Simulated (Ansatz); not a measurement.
## Worked example: the barrier

An elementary step of SiNH5, closed shell (SiH₂ + NH₃ → SiNH₅ ([NH2][SiH3]); bonds formed: Si1–H2; dative contacts that become bonds: Si1–N3; bonds broken: H2–N3). “Start” is the structure reached by relaxing down from the saddle towards the reactants; PBE0-D4/def2-TZVP structures. The saddle:

| atom | x (Å) | y (Å) | z (Å) |
| --- | --- | --- | --- |
| Si1 | -0.0394 | -0.1731 | 1.0101 |
| H2 | 0.1312 | -1.2531 | -0.1866 |
| N3 | 0.1388 | -0.0729 | -0.8655 |
| H4 | -1.4827 | 0.1939 | 1.1328 |
| H5 | 0.6986 | 0.9773 | 1.6356 |
| H6 | 1.0790 | -0.0414 | -1.2344 |
| H7 | -0.5254 | 0.3693 | -1.4920 |

Ansatz 0.2.0; basis: def2-TZVPP and def2-QZVPP; cores frozen in the correlated methods.

Energies in eV:

| quantity | saddle | start |
| --- | --- | --- |
| Hartree–Fock, triple zeta (X = 3) | -9420.67905 | -9422.88585 |
| Hartree–Fock, quadruple zeta (X = 4) | -9421.01377 | -9423.20377 |
| MP2 correlation, X = 3 | -10.26696 | -9.68644 |
| MP2 correlation, X = 4 | -10.95814 | -10.35929 |
| CCSD(T) correlation, X = 3 | -11.49355 | -10.99494 |

Task: Work out the barrier at the basis limit: extrapolate Hartree–Fock as E(X) = E∞ + A exp(−7.88 √X) and the MP2 correlation as E(X) = E∞ + B X^−2.97 (the exponents that Neese and Valeev fitted for def2-TZVPP and QZVPP), then add CCSD(T) − MP2 in triple zeta.

Result: Each step is linear, so take the differences first (saddle − start): Hartree–Fock 2.20680 (X = 3) and 2.19000 (X = 4); MP2 correlation -0.58052 and -0.59885; CCSD(T) correlation -0.49861.
Two points give E∞ = E(4) + w [E(4) − E(3)], with w = 1/(exp(7.88 (2 − √3)) − 1) = 0.1377 for Hartree–Fock and w = 1/((4/3)^2.97 − 1) = 0.7407 for the correlation.
Hartree–Fock: 2.19000 + 0.1377 × (-0.01680) = 2.1877 eV.
MP2 correlation: -0.59885 + 0.7407 × (-0.01833) = -0.6124 eV.
CCSD(T) − MP2: -0.49861 − (-0.58052) = 0.0819 eV.
Sum: 2.1877 + (-0.6124) + 0.0819 = 1.6572 eV, or 38.22 kcal/mol. Plain CCSD(T) in triple zeta gives 1.7082 eV, so the larger basis shifts the result by -0.0510 eV.

No T1 diagnostic of these runs exceeds 0.014. The restricted Hartree–Fock reference is unstable towards an unrestricted one at one or more of these structures.

Losses and insertions of silylenes and their heavier kin drive the gas-phase chemistry of silicon and germanium vapour deposition.

Labels in which every atom is bracketed show which atoms are joined, not bond orders.

For scale, one of the runs: CCSD(T)/def2-TZVPP, 143 basis functions, launched by `ansatz run in.yaml --threads 2 --pin off --events-out ev --progress --plain --max-ram 4352MiB`. Hardware: 2 CPU threads of an Arm Neoverse V2, shared host. Wall time 7 s; peak host memory 0.79 GiB.
